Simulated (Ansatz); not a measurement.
System: B20 (FeSi-type) FeSi. Method: PBEsol in Ansatz (PAW).

Run with plane-wave cutoff 520 eV, 8×8×8 k mesh, Fermi–Dirac smearing 0.01 eV, no spin polarisation, scalar-relativistic PAW data made under PBE.

Equation-of-state points:

```tsv
V (Å³/atom)	E − E_lowest (meV/atom)
10.246	13.73
10.459	3.30
10.673	0.00
10.886	3.07
11.100	11.82
```

Question: Fit the third-order Birch–Murnaghan equation and give B0 and B′.

Answer: V0 = 10.672 Å³/atom, B0 = 239 GPa, B′ = 4.7 (fit to the energies at full precision).

Shape and atoms are relaxed at each volume.

Measured, for comparison: bulk modulus 178 GPa (room temperature, not corrected to a static lattice, our sources range from 169 to 185; as tabulated in Study of the compressibility of FeSi, MnSi, and CoS2 (JETP Letters), abstract); equilibrium volume per atom 11.26 Å³/atom (temperature not stated, not corrected to a static lattice; as tabulated in Wikipedia's data pages). Computed (rounded) less measured: bulk modulus +34 % (+29 % to +41 % over the range), equilibrium volume per atom -5.2 %.

Note: the bulk modulus comes from volumes at which shape and atoms were relaxed.

The computed numbers hold no vibrational or temperature effects.

Ansatz is an electronic-structure program.
